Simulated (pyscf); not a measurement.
HO–GeH₂–Cl (SMILES [OH][GeH2][Cl]) → Cl–GeH: (SMILES [Cl][GeH]) [singlet] + H₂O (SMILES O) (1,1-elimination; singlet surface; Ge–O, Ge–H broken, H–O formed). PySCF, gas phase, ωB97X-D3(BJ)/def2-SVP geometries. Correlated levels are frozen-core, on RHF or UHF. ΔMP2 is the change of the MP2 total energy from the triple- to the quadruple-zeta basis. Energies in kcal/mol from the reactant's lowest minimum found.

| level | barrier | reaction energy |
|---|---|---|
| r²SCAN/def2-TZVP | 56.4 | +38.7 |
| B3LYP-D3(BJ)/def2-TZVP | 57.7 | +31.8 |
| M06-2X/def2-TZVP | 64.3 | +39.0 |
| ωB97M-D3(BJ)/def2-TZVP | 61.3 | +33.3 |
| MP2/def2-QZVPP | [?] | +38.8 |
| CCSD/def2-TZVPP | 66.9 | +36.9 |
| CCSD(T)/def2-TZVPP + ΔMP2(QZVPP) | [?] | [?] |

Fill in the missing entries.


- MP2/def2-QZVPP, barrier: 62.0
- CCSD(T)/def2-TZVPP + ΔMP2(QZVPP), barrier: 62.1
- CCSD(T)/def2-TZVPP + ΔMP2(QZVPP), reaction energy: +35.5

On the product side the descent ends in a bound adduct, 16.5 kcal/mol under the separated species and 42.4 kcal/mol under the saddle at ωB97X-D3(BJ)/def2-TZVP. At ωB97X-D3(BJ) the barrier from the zero used here is 64.4 kcal/mol. One saddle was located; it need not be the lowest between these sides. The CCSD(T) − MP2 part came from Ansatz, without density fitting, on the same reference. The frozen core leaves the outer d or s,p core shells of the metals and heavy elements correlated in the MP2 and CC values, and def2-TZVPP describes them poorly, which can shift differences by a few kcal/mol. Elements up to Kr have no core potential and no relativistic terms here.
